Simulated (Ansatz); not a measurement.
# HSO+ (SMILES [OH+]=S): one structure at several levels

One table from this session's results is given with a row withheld; the runs are named, their logs left out.

Computed with Ansatz 0.2.0, Gaussian basis. Level: single points in def2-TZVPP.

Cores are frozen in the correlated methods.

**The system as given**

SMILES `[OH+]=S`, 3 atoms, charge 1, spin multiplicity 1.

Atoms are counted from 1 here; the program's logs count them from 0.

Bond lengths: O1–S2 1.465 Å, O1–H3 1.102 Å. Angles: S2–O1–H3 129.4°.

Coordinates:

```
atom    x (Å)    y (Å)    z (Å)
  O1   0.1601  -0.2581  -0.1792
  S2   0.7400   0.8987   0.5085
  H3  -0.8927  -0.4690  -0.4268
```

Set-up of the first run:

Contents of run/in.yaml:

```yaml
crystal:
  periodic: [false, false, false]
  atoms:
    - {symbol: O, position_ang: [0.160100, -0.258100, -0.179200]}
    - {symbol: S, position_ang: [0.740000, 0.898700, 0.508500]}
    - {symbol: H, position_ang: [-0.892700, -0.469000, -0.426800]}
basis:
  gaussian: {orbitals: def2-TZVPP}
total_charge: 1
correlation: {method: ccsd_t}
output: {forces: true}
```

The command line of these runs was not kept.

Steps of the session up to this table: CCSD(T)/def2-TZVPP; PBE0-D4/def2-TZVPP; wB97M-V/def2-TZVPP; r2SCAN-D4/def2-TZVPP; PBE-D4/def2-TZVPP; r2SCAN0-D4/def2-TZVPP; r2SCANh-D4/def2-TZVPP.

One table of the session follows, with a row left open; its other results are not shown here.

| method | RMS force component (eV/Å) | angle to CCSD(T) forces (°) |
| --- | --- | --- |
| CCSD(T) | 2.613 | reference |
| PBE0-D4 | ? | ? |
| wB97M-V | 2.303 | 5.0 |
| r2SCAN-D4 | 2.338 | 0.8 |
| PBE-D4 | 2.470 | 6.4 |
| r2SCAN0-D4 | 2.186 | 9.6 |
| r2SCANh-D4 | 2.270 | 3.9 |

**Question.** Estimate the row for PBE0-D4.

As computed: RMS force component (eV/Å): 2.244; angle to CCSD(T) forces (°): 5.3. In the column «RMS force component (eV/Å)» it lies between r2SCAN0-D4 (2.186) and r2SCANh-D4 (2.270).
